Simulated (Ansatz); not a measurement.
`CC(N)F` + H₂ → `CCF` + NH₃ at 600 K and 1 bar (hydrogenolysis of a C–N bond).

Gas-phase electronic energies from Ansatz, PBE0-D4/def2-TZVP geometries. CCSD(T)/CBS adds triple-zeta CCSD(T) − MP2 to the extrapolated MP2 energy (def2 sets, frozen cores). This one scheme is used for every species. One conformer a species, not always the lowest.

```tsv
species	CCSD(T)/CBS energy (Eh)	H − E (kJ/mol)	S (J/(mol·K))
`CC(N)F`	-234.21706	271.6	359.0
H₂	-1.17544	43.9	150.8
`CCF`	-178.90141	214.6	316.1
NH₃	-56.50880	112.4	219.5
```

H − E and S are ideal-gas, rigid-rotor, harmonic terms from PBE0-D4/def2-TZVP, for one conformer and one mirror image of each species. The MP2-based limit puts H₂ 0.8 mEh under its directly extrapolated value; such offsets cancel only in part. 1 Eh = 2625.50 kJ/mol, R = 8.31446 J/(mol·K).

Task: By hand: ΔE, ΔH, ΔS and ΔG.

Result: ΔE = (-178.90141) + (-56.50880) − (-234.21706) − (-1.17544) = -0.01771 Eh = -46.5 kJ/mol. Δ(H − E) = 214.6 + 112.4 − 271.6 − 43.9 = 11.5, so ΔH = -35.0 kJ/mol. ΔS = 316.1 + 219.5 − 359.0 − 150.8 = 25.8 J/(mol·K). ΔG = -35.0 − 600 × (25.8)/1000 = -50.5 kJ/mol.

Task: By hand: the equilibrium constant, and the temperature at which ΔG would vanish if ΔH and ΔS stayed fixed.

Result: log₁₀ K = −ΔG/(RT ln 10) = 4.4. ΔH and −TΔS have one sign here, so there is no such temperature.

TΔS isn't small against ΔH here. A doubt of 5 kJ/mol in ΔE shifts log₁₀ K by 0.4 here. Other conformers and mirror images would add mixing entropy, several J/(mol·K) or more a flexible species. These are equilibria of isolated gas molecules and say nothing of rates. Largest T1 diagnostic: 0.010 (customary marks: 0.02 for closed shells, 0.045 for open ones).
